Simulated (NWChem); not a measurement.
Atomisation of phosphine (H$_{3}$P)

```
P
H 1 1.4287
H 1 1.4287 2 92.92
H 1 1.4287 2 92.92 3 -93.08
```
Charge 0, spin multiplicity 1.

Everything below was run with NWChem. Structure: optimised with PBE0/def2-SVP, a minimum by its harmonic frequencies.

Basis set: def2-TZVP. The atomisation energy is electronic alone: no zero-point, thermal, spin-orbit or counterpoise terms. No value is extrapolated to the basis-set limit. Free atoms are single determinants with multiplicities P 4, H 2. Correlated methods freeze the same cores in atoms and molecule, 5 orbitals in all.

The correlated methods keep 5 core orbitals frozen. B3LYP has NWChem's definition, with VWN1-RPA local correlation. No SCF solution was tested for a lower state. Open-shell Hartree-Fock references start from PBE0 orbitals. Coupled-cluster values serve here as a point of comparison, not as the truth.

```csv
method,atomisation energy (kcal/mol)
HF,171.5
LDA (SVWN5),…
B3LYP,244.3
PBE0,…
BLYP,242.3
BP86,…
PBE,…
MP2,220.3
M06-2X,241.8
CCSD(T),229.1
```

**Question.** Fill in the missing entries.

**Answer.** 
- LDA (SVWN5), atomisation energy (kcal/mol): 269.5
- PBE0, atomisation energy (kcal/mol): 237.1
- BP86, atomisation energy (kcal/mol): 249.4
- PBE, atomisation energy (kcal/mol): 239.2
